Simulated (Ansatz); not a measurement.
in.yaml

```yaml
crystal:
  periodic: [false, false, false]
  atoms:
    - {symbol: C, position_ang: [0.000000, 0.000000, 0.398648]}
    - {symbol: Na, position_ang: [0.000000, 0.000000, -2.008404]}
    - {symbol: H, position_ang: [0.000000, 0.000000, 1.609756]}
basis:
  gaussian: {orbitals: aug-cc-pVDZ}
magnetization: {spin_polarized: false, initial_magnetization: 2}
correlation: {method: bccd, electrons: outside_noble_gas}
accuracy: high
```

```sh
$ ansatz run in.yaml --threads 1 --pin off --events-out ev --progress --plain --max-ram 2393MiB
```

Log:

```
1027 factors; integrals over basis functions are off by at most 3.4e-9 eV
mean field evaluation 1: about -5446.3302 eV, gradient 1.4e1 eV
mean field evaluation 2: about -5446.3412 eV, gradient 1.4e1 eV
mean field evaluation 4: about -5446.6458 eV, gradient 1.0e1 eV
mean field evaluation 8: about -5447.0361 eV, gradient 2.1e0 eV
mean field evaluation 16: about -5447.0702 eV, gradient 3.8e-2 eV
mean field evaluation 32: about -5447.0212 eV, gradient 1.1e0 eV
mean field evaluation 64: about -5443.8560 eV, gradient 7.6e-1 eV
mean field evaluation 96: about -5443.7061 eV, gradient 5.8e-2 eV
mean field -5447.07023017 eV, -200.1761388018 hartree, gradient 1.7e-8 eV, S^2 2.000000; 2 other end points of the search recorded, 0 dependent functions left out
determinant -5447.07023017 eV, -200.1761388018 hartree, with singles and doubles -5450.75078230 eV, -200.3113965978 hartree
determinant -5445.41699654 eV, -200.1153835866 hartree, with singles and doubles -5448.59214253 eV, -200.2320680495 hartree
determinant -5443.86530061 eV, -200.0583598130 hartree, with singles and doubles -5447.01278081 eV, -200.1740275770 hartree
6 core orbitals not correlated: weight in the atoms' cores, before any rotation towards them, 1.000 or more for the frozen orbitals, at most 0.000 for the correlated occupied ones
reference -5447.07023017 eV, -200.1761388018 hartree; 4, 2 occupied and 49, 51 virtual orbitals, 1027 factors
second order -3.01266092 eV of doubles, -0.09836695 eV of singles
cycle   1  -3.67757664 eV  change   -1.2e-1 eV  update   1.7e-2
cycle   2  -3.68382453 eV  change   -6.2e-3 eV  update   5.2e-3
...
cycle  16  -3.68398839 eV  change    5.9e-8 eV  update   1.3e-7
cycle  17  -3.68398839 eV  change   -3.0e-9 eV  update   6.5e-8
cycle  18  -3.68398840 eV  change   -1.0e-8 eV  update   3.2e-8
cycle  19  -3.68398837 eV  change    3.4e-8 eV  update   2.2e-8
cycle  20  -3.68398826 eV  change    1.0e-7 eV  update   7.0e-8
cycle  21  -3.68398824 eV  change    1.9e-8 eV  update   2.2e-8
cycle  22  -3.68398824 eV  change    3.2e-9 eV  update   8.8e-9
cycle  23  -3.68398824 eV  change    1.1e-9 eV  update   3.6e-9
cycle  24  -3.68398824 eV  change   9.0e-10 eV  update   1.6e-9
cycle  25  -3.68398824 eV  change   4.9e-10 eV  update  7.0e-10
Total energy: -5450.75421840 eV, -200.3115228725 hartree
```

Ran on 1 thread of Arm Neoverse V2, shared host: 4.6 s wall, 0.31 GiB peak host memory.
